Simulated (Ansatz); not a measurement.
`NC1CC1` + H₂ → `C1CC1` + NH₃ at 700 K and 1 bar (hydrogenolysis of a C–N bond).

Program: Ansatz. Geometries: PBE0-D4/def2-TZVP. ΔE: electronic, gas phase. CCSD(T)/CBS is the MP2 limit (def2-TZVPP, def2-QZVPP) plus CCSD(T) − MP2 in def2-TZVPP, frozen cores. This one scheme is used for every species. One conformer a species, not always the lowest.

```csv
species,CCSD(T)/CBS energy (Eh),H − E (kJ/mol),S (J/(mol·K))
`NC1CC1`,-173.03488,321.6,374.3
H₂,-1.17544,46.8,155.3
`C1CC1`,-117.73368,261.5,309.5
NH₃,-56.50880,116.9,226.5
```

H − E and S are ideal-gas, rigid-rotor, harmonic terms from PBE0-D4/def2-TZVP, for one conformer and one mirror image of each species. For small species the MP2-based limit differs from directly extrapolated CCSD(T) by up to some mEh (0.8 for H₂); such offsets cancel only in part. 1 Eh = 2625.50 kJ/mol, R = 8.31446 J/(mol·K).

**Question.** By hand: ΔE, ΔH, ΔS and ΔG.

**Answer.** ΔE = (-117.73368) + (-56.50880) − (-173.03488) − (-1.17544) = -0.03216 Eh = -84.4 kJ/mol. Δ(H − E) = 261.5 + 116.9 − 321.6 − 46.8 = 10.0, so ΔH = -74.4 kJ/mol. ΔS = 309.5 + 226.5 − 374.3 − 155.3 = 6.4 J/(mol·K). ΔG = -74.4 − 700 × (6.4)/1000 = -78.9 kJ/mol.

**Question.** By hand: the equilibrium constant, and the temperature at which ΔG would vanish if ΔH and ΔS stayed fixed.

**Answer.** log₁₀ K = −ΔG/(RT ln 10) = 5.9. ΔH and −TΔS have one sign here, so there is no such temperature.

The number of gas molecules stays the same, so ΔS is small and ΔH decides. A doubt of 5 kJ/mol in ΔE shifts log₁₀ K by 0.4 here. Other conformers and mirror images would add mixing entropy, several J/(mol·K) or more a flexible species. These are equilibria of isolated gas molecules and say nothing of rates. Largest T1 diagnostic: 0.008 (customary marks: 0.02 for closed shells, 0.045 for open ones).

ΔS is within the doubt of such terms, so its sign, and with it that verdict, could turn.
